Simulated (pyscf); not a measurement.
Single points on ωB97X-D3(BJ)/def2-SVP structures (PySCF, gas phase).

O=P–OH (SMILES O=PO) + H₂O (SMILES O) + H₂O (SMILES O) → HO–P(OH)–OH (SMILES OP(O)O) + H₂O (SMILES O)
Surface: singlet. Broken: H–O, H–O. Formed: H–O, O–P, H–O. Give ΔE‡ and ΔE from ωB97M-D3(BJ)/def2-TZVP, relative to the separated reactants.

ΔE‡ = -12.4 kcal/mol, ΔE = -22.5 kcal/mol. Zero-point energy shifts the barrier by +2.5 kcal/mol. It is a multi-bond step, with an imaginary mode of 995i cm⁻¹. On the reactant side the descent ends in a bound adduct, 19.8 kcal/mol under the separated species and 6.2 kcal/mol under the saddle at ωB97X-D3(BJ)/def2-TZVP. On the product side the descent ends in a bound adduct, 11.3 kcal/mol under the separated species and 22.2 kcal/mol under the saddle at ωB97X-D3(BJ)/def2-TZVP. At ωB97M-D3(BJ) the saddle lies under the separated reactants, which points to a path from their complex (located at ωB97X-D3(BJ) alone). One saddle was located; it need not be the lowest between these sides.
